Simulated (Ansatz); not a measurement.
Reaction: SiH4 (SMILES [SiH4]) → SiH3 (SMILES [SiH3], doublet) + H (doublet) (the H-Si bond breaks)
Each species at its own B3LYP-D3(BJ)/def2-TZVP minimum (Ansatz, a program for electronic structure).

Total energies in hartree (Ansatz). UHF or UKS for unpaired electrons; spin-orbit terms are left out. Cores are frozen in correlated methods. No relativity. Where a partner has so few electrons that a lower coupled-cluster level is exact, that level stands in.

```tsv
species	HF/cc-pV(T+d)Z	CCSD(T)/cc-pV(T+d)Z	HF/cc-pV(Q+d)Z	CCSD(T)/cc-pV(Q+d)Z	CCSDT(Q)/cc-pV(T+d)Z
1: SiH4 (silane, SMILES [SiH4])	-291.26356	-291.44012	-291.26757	-291.45224	-291.44094
2: SiH3 (SMILES [SiH3], doublet)	-290.64257	-290.78856	-290.64619	-290.79897	-290.78943
3: H (doublet)	-0.49981	-0.49981	-0.49995	-0.49995	-0.49981
```

### Question
Work out the bond dissociation energy (electronic) in kcal/mol: take Hartree-Fock from cc-pV(Q+d)Z, extrapolate the CCSD(T) correlation energy as X^-3 (X = 3, 4), and add CCSDT(Q) - CCSD(T) in cc-pV(T+d)Z. 1 hartree = 627.51 kcal/mol.

### Answer

Species 1: correlation (64·(-0.18467) - 27·(-0.17656))/37 = -0.19059; step -0.00082; E1 = -291.26757 + (-0.19059) + (-0.00082) = -291.45898
Species 2: correlation (64·(-0.15278) - 27·(-0.14599))/37 = -0.15773; step -0.00087; E2 = -290.64619 + (-0.15773) + (-0.00087) = -290.80479
Species 3: correlation (64·(0.00000) - 27·(0.00000))/37 = 0.00000; step +0.00000; E3 = -0.49995 + (0.00000) + (+0.00000) = -0.49995
-1·E1 +1·E2 +1·E3 = 0.15424 hartree = 96.8 kcal/mol.
